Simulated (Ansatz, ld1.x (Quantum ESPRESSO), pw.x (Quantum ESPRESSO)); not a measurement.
## What a changed setting does to a pw.x run (fcc O)

Potential: ultrasoft, ld1.x (Quantum ESPRESSO) 7.5, LDA (PW92); core [He], reference 2s2 2p4; waves: 2s (bound): rcut 0.90, rcutus 1.05 bohr; 2s channel at 1.55 Ry: rcut 0.90, rcutus 1.05 bohr; 2p (bound): rcut 1.05, rcutus 1.25 bohr; 2p channel at -0.1 Ry: rcut 1.05, rcutus 1.25 bohr; local part: all-electron potential smoothed inside 1.00 bohr (lloc = -2); core correction: Bessel-smoothed model core inside 0.70 bohr; augmentation: built from norm-conserving waves at rcut, not smoothed further.

The reference run (k-mesh 18³, cutoffs 100/800 Ry, Fermi–Dirac 0.01 Ry, mixing_beta 0.4, conv_thr 1e-9, no spin) gives 1.09 GPa at 7.213 Å³/atom, where all-electron LAPW gives 0.50 GPa. This run, with its own iteration cap, changes nbnd to 15.

```
&control
  calculation='scf', prefix='x', pseudo_dir='./', outdir='./tmp', tstress=.true., disk_io='none'
/
&system
  ibrav=0, nat=1, ntyp=1, ecutwfc=100, ecutrho=800, nbnd=15,
  occupations='smearing', smearing='fd', degauss=0.01
/
&electrons
  conv_thr=1e-09, mixing_beta=0.4, electron_maxstep=50
/
ATOMIC_SPECIES
O 1.0 O.UPF
CELL_PARAMETERS angstrom
  0.00000000 1.53354072 1.53354072
  1.53354072 0.00000000 1.53354072
  1.53354072 1.53354072 0.00000000
ATOMIC_POSITIONS crystal
O 0.0000 0.0000 0.0000
K_POINTS automatic
18 18 18 0 0 0
```

```bash
pw.x < O.scf.in > O.scf.out
```

**Question.** How does the run end?

**Answer.** It converges in 5 iterations; the free energy moves by +0.0 meV/atom and the pressure by +0.00 GPa. The result is that of the reference run.

```
Message from routine setup:
     using ibrav=0 with symmetry is DISCOURAGED, use correct ibrav instead
     lattice parameter (alat)  =       4.0984  a.u.
     unit-cell volume          =      48.6757 (a.u.)^3
     number of electrons       =         6.00
     number of Kohn-Sham states=           15
     kinetic-energy cutoff     =     100.0000  Ry
     charge density cutoff     =     800.0000  Ry
     scf convergence threshold =      1.0E-09
     Exchange-correlation= PW
     number of k points=   195  Fermi-Dirac smearing, width (Ry)=  0.0100
     iteration #  1     ecut=   100.00 Ry     beta= 0.40
     total energy              =     -32.01587331 Ry
     estimated scf accuracy    <       0.00027290 Ry
     iteration #  2     ecut=   100.00 Ry     beta= 0.40
     total energy              =     -32.01588504 Ry
     estimated scf accuracy    <       0.00003606 Ry
     iteration #  3     ecut=   100.00 Ry     beta= 0.40
     total energy              =     -32.01589036 Ry
     estimated scf accuracy    <       0.00000265 Ry
     iteration #  4     ecut=   100.00 Ry     beta= 0.40
     total energy              =     -32.01589041 Ry
     estimated scf accuracy    <          1.8E-09 Ry
     iteration #  5     ecut=   100.00 Ry     beta= 0.40
     the Fermi energy is     6.1778 ev
!    total energy              =     -32.01589041 Ry
     estimated scf accuracy    <          3.6E-10 Ry
     smearing contrib. (-TS)   =      -0.00471169 Ry
     The total energy is F=E-TS. E is the sum of the following terms:
     one-electron contribution =      -1.12704053 Ry
     hartree contribution      =       4.55678010 Ry
     xc contribution           =      -6.96323858 Ry
     ewald contribution        =     -28.47767971 Ry
     convergence has been achieved in   5 iterations
          total   stress  (Ry/bohr**3)                   (kbar)     P=       10.84
     Message from routine punch:
     Nothing written, as per user request (disk_io='none')
```

The run took about 22 s on one core of a shared server CPU.
